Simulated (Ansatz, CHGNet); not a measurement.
## Rock-salt KI, elastic constant C12

Reference value: 4.5 GPa (measured, temperature not stated, not corrected to a static lattice; as tabulated in Oses et al. (2018), arXiv:1811.08464).

Task: Put these levels in order of the elastic constant C12 that they give for rock-salt KI, smallest first: CHGNet-r²SCAN (CHGNet), PBE (Ansatz, an electronic-structure program), r²SCAN (Ansatz).

Result: r²SCAN (3.4 GPa), PBE (3.8 GPa), CHGNet-r²SCAN (8.2 GPa)

Unless a cell is named, each level is at its own relaxed cell (CHGNet-r²SCAN 46.74, PBE 46.30, r²SCAN 44.59 Å³/atom).

Differences against the reference: CHGNet-r²SCAN +82 %, PBE -15.6 %, r²SCAN -24 %.

The measured value isn't corrected to a static lattice, so vibrations enter the comparison.  Each level is taken at its own relaxed cell. Cutoffs differ between the levels. Ansatz's density-functional and Hartree–Fock values are scalar-relativistic unless marked +SOC, with PAW data made under PBE.

Machine-learned potentials (CHGNet-r²SCAN) are trained on DFT data, which may include these solids.

Differences are worked out from the printed values.
